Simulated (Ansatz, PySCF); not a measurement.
Gas-phase enthalpy of formation at 298 K, by the atomisation route, of CO (CH4O) (SMILES; CH4O, methanol). Each molecule is optimised on its own at B3LYP-D3(BJ)/def2-TZVP (Ansatz, an electronic-structure program). Correlated levels leave the core frozen unless marked. UHF or UKS for open shells. Spin-orbit coupling is left out. No relativistic terms. CBS(X,Y): correlation extrapolated as X^-3; Hartree-Fock from the larger set. Thermal terms are rigid-rotor harmonic-oscillator values from B3LYP-D3(BJ) frequencies (PySCF) at 298.15 K and 1 atm. 1 Eh = 627.5095 kcal/mol.

```csv
species,count,"E, CCSD(T)/CBS(cc-pVTZ,cc-pVQZ) (Ansatz) (Eh)","E, PBE/def2-TZVPD (Ansatz) (Eh)",measured ΔHf at 0 K (kcal/mol),H(298) - H(0) of the element (kcal/mol)
CO (CH4O),1,-115.60979,-115.63215,-,-
C atom,1,-37.78949,-37.79605,169.98,0.25
H atom,4,-0.49995,-0.49962,51.63,1.01
O atom,1,-75.00383,-75.01069,58.99,1.04
```

Molecule: zero-point energy 32.03, H(298) - H(0) 2.69 kcal/mol. The route leaves out scalar relativity and anharmonic zero-point terms, the atoms' spin-orbit terms, and in the frozen-core level the core correlation. Atomic data: G2/97 table in ASE.

Problem. Work out De, D0 and ΔHf at 0 and 298 K at both levels, and their errors against the measured value.

Solution. 
The atoms' values sum to 435.49 (0 K) and 5.33 (thermal), in kcal/mol.
- CCSD(T)/CBS(cc-pVTZ,cc-pVQZ): De = 512.47; D0 = 512.47 - 32.03 = 480.44; ΔHf(0 K) = 435.49 - 480.44 = -44.95; ΔHf(298 K) = -44.95 + 2.69 - 5.33 = -47.59; error +0.4.
- PBE/def2-TZVPD: De = 518.91; D0 = 518.91 - 32.03 = 486.88; ΔHf(0 K) = 435.49 - 486.88 = -51.39; ΔHf(298 K) = -51.39 + 2.69 - 5.33 = -54.03; error -6.0.
Measured: -48.0 kcal/mol (Active Thermochemical Tables 1.112 (ions: stationary electron), as tabulated in the package chemicals).
